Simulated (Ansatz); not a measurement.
# SiN (doublet): the correlation ladder at distance Si1–N2 = 1.222 Å, cc-pVDZ

Aim: climb from Hartree-Fock through coupled cluster and multireference methods for SiN (doublet) at one geometry and basis, and see what each rung misses.

Method: cc-pVDZ, core rule «outside noble gas», up to 6 orbitals frozen; program: Ansatz 0.2.0, Gaussian basis.

To be run: UHF; CCSD(T) on ROHF; CCSD(T) on UHF; BCCD(T) on ROHF; CISD; CCSDT(Q) on ROHF; CCSDT(Q) on UHF; CASSCF and MRCISD+Q, 3 electrons in 3 orbitals; CASSCF and NEVPT2, 3 electrons in 3 orbitals; CASSCF and MRCISD+Q, 9 electrons in 8 orbitals; CASSCF and NEVPT2, 9 electrons in 8 orbitals.

24 further runs of the same task are left out: 6 for a known fault of the program, 14 that didn't finish, 4 set aside as unsound or not needed.

### Step 1. The geometry

The geometry derives from a PBE0/def2-TZVP stationary point (not a proven minimum). One bond is set to the value named and the two fragments are kept rigid.

2 atoms, charge 0, spin multiplicity 2.

Atoms are counted from 1 here; the program's logs count them from 0.

Bond lengths: Si1–N2 1.222 Å.

### Step 2. UHF

Input file in.yaml:

```yaml
crystal:
  periodic: [false, false, false]
  atoms:
    - {symbol: Si, position_ang: [0.000000, 0.000000, 0.000000]}
    - {symbol: N, position_ang: [0.000000, 0.000000, 1.222000]}
basis:
  gaussian: {orbitals: cc-pVDZ}
magnetization: {spin_polarized: true, initial_magnetization: 1}
hamiltonian: {xc: hf}
output: {orbitals: {seedname: orbitals}}
```

On the command line:

```
ansatz run in.yaml --threads 1 --pin off --events-out ev --progress --plain --max-ram 2393MiB
```

The runs that follow: CCSD(T) on ROHF; CCSD(T) on UHF; BCCD(T) on ROHF; CISD; CCSDT(Q) on ROHF; CCSDT(Q) on UHF; CASSCF and MRCISD+Q, 3 electrons in 3 orbitals; CASSCF and NEVPT2, 3 electrons in 3 orbitals; CASSCF and MRCISD+Q, 9 electrons in 8 orbitals; CASSCF and NEVPT2, 9 electrons in 8 orbitals.

Before running them: what should the planned runs give, taken together? Wanted: UCCSDT(Q) below the RHF energy; RMP2 from UCCSDT(Q); UMP2 from UCCSDT(Q); RCCSD from UCCSDT(Q); RCCSD(T) from UCCSDT(Q); UCCSD(T) from UCCSDT(Q); RCCSDT(Q) from UCCSDT(Q); NEVPT2 pair from UCCSDT(Q); MRCISD+Q pair from UCCSDT(Q).

**Answer**, as computed:

| quantity | value |
| --- | --- |
| UCCSDT(Q) below the RHF energy | -6.4347 eV |
| RMP2 from UCCSDT(Q) | +1042.8 meV |
| UMP2 from UCCSDT(Q) | +1038.7 meV |
| RCCSD from UCCSDT(Q) | +285.3 meV |
| RCCSD(T) from UCCSDT(Q) | +63.2 meV |
| UCCSD(T) from UCCSDT(Q) | +66.3 meV |
| RCCSDT(Q) from UCCSDT(Q) | +2.8 meV |
| NEVPT2 pair from UCCSDT(Q) | +979.5 meV |
| MRCISD+Q pair from UCCSDT(Q) | +100.3 meV |
| NEVPT2 valence from UCCSDT(Q) | +945.8 meV |
| levels within 1 kcal/mol (43 meV) | RCCSDT, UCCSDT, RCCSDT(Q) |
| T1 diagnostic | 0.059 |
| effectively unpaired electrons | 1.03 |

**Reading.** RCCSD(T) lands +63.2 meV from the yardstick (1.0 % of the correlation energy). The occupations are near whole numbers, but T1 = 0.059 shows that the orbitals relax strongly. Of the multireference levels listed MRCISD+Q valence comes nearest in total energy (+63.2 meV), which doesn't show that its space is the better one. These misses are within one basis, not against nature; the frozen cores of restricted and unrestricted runs differ, which can shift their rows.
